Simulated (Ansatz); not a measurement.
The same path of H$_{6}$NSi$_{2}$ (9 atoms, charge -1, multiplicity 1) was run twice with different band settings. The coordinate that changes most is the height of Si1 over the plane of its neighbours.

Computed with RKS PBE-D4/def2-SVP (Ansatz).

Relaxed end points:

```xyz
9
Properties=species:S:1:pos:R:3
Si -1.479 0.798 -0.697
N 0.290 0.361 -0.274
Si 0.588 -0.797 0.953
H -1.474 0.379 -2.214
H -1.250 2.310 -1.060
H 1.073 0.561 -0.907
H 2.100 -0.961 1.126
H 0.096 -2.230 0.751
H 0.056 -0.419 2.323
```

```xyz
9
Properties=species:S:1:pos:R:3
Si -0.925 1.164 -1.379
N 0.619 0.519 -0.512
Si 0.559 -0.657 0.733
H -1.806 -0.138 -1.240
H -1.595 1.790 -0.106
H 1.456 0.520 -1.099
H 1.961 -1.014 1.249
H -0.058 -2.018 0.412
H -0.211 -0.168 1.943
```

Common settings: movable images 7; climbing image yes; spring 5.0 eV/Å²; optimiser quadratic models (default); start path IDPP; iteration limit 60; end points relaxed.

| run | force threshold |
| --- | --- |
| 1 | 0.05 eV/Å |
| 2 | 0.5 eV/Å |

Task: What does each run give, and how far can it be trusted?

Result: Run 1: converged after 12 iterations, highest image 1.377 eV above the first end. A vibrational analysis at the climbing image gives one clearly imaginary mode, 835i cm⁻¹: a first-order saddle point.
Run 2: converged after 4 iterations, highest image 1.393 eV above the first end. The threshold of 0.5 eV/Å is loose, so the images may lie well off the minimum-energy path. The order of the point at the top wasn't checked.
Limits of this set-up: an anion without diffuse functions.
